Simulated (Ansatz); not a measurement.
MgH2. The state is a singlet with charge 0. Geometry PBE0-D4/def2-TZVP.

```xyz
3

Mg    0.000    0.000    0.000
H     0.629    0.306   -1.555
H    -0.629   -0.306    1.555
```

Question: Estimate the orbital energies around the gap (eV) in Ansatz with BLYP-D4/def2-TZVP, r2SCAN-D4/def2-TZVP, r2SCANh-D4/def2-TZVP, PBE0-D4/def2-TZVP, ωB97M-V/def2-TZVP.

Answer: 
| orbital | BLYP-D4/def2-TZVP | r2SCAN-D4/def2-TZVP | r2SCANh-D4/def2-TZVP | PBE0-D4/def2-TZVP | ωB97M-V/def2-TZVP |
| --- | --- | --- | --- | --- | --- |
| HOMO−5 | -79.71 | -82.94 | -84.95 | -85.80 | -88.72 |
| HOMO−4 | -47.09 | -48.49 | -49.95 | -51.10 | -53.66 |
| HOMO−3 | -47.09 | -48.49 | -49.95 | -51.10 | -53.66 |
| HOMO−2 | -46.81 | -48.19 | -49.68 | -50.87 | -53.44 |
| HOMO−1 | -7.23 | -7.52 | -7.98 | -8.53 | -10.88 |
| HOMO | -5.98 | -6.31 | -6.74 | -7.21 | -9.38 |
| LUMO | -1.11 | -0.65 | -0.47 | -0.53 | 0.74 |
| LUMO+1 | -1.11 | -0.65 | -0.47 | -0.53 | 0.74 |
| LUMO+2 | -0.72 | -0.15 | 0.05 | -0.03 | 1.19 |
| LUMO+3 | 1.20 | 2.51 | 2.54 | 1.75 | 2.68 |
| LUMO+4 | 2.29 | 2.89 | 3.06 | 2.91 | 4.23 |
| LUMO+5 | 2.29 | 2.89 | 3.06 | 2.91 | 4.23 |
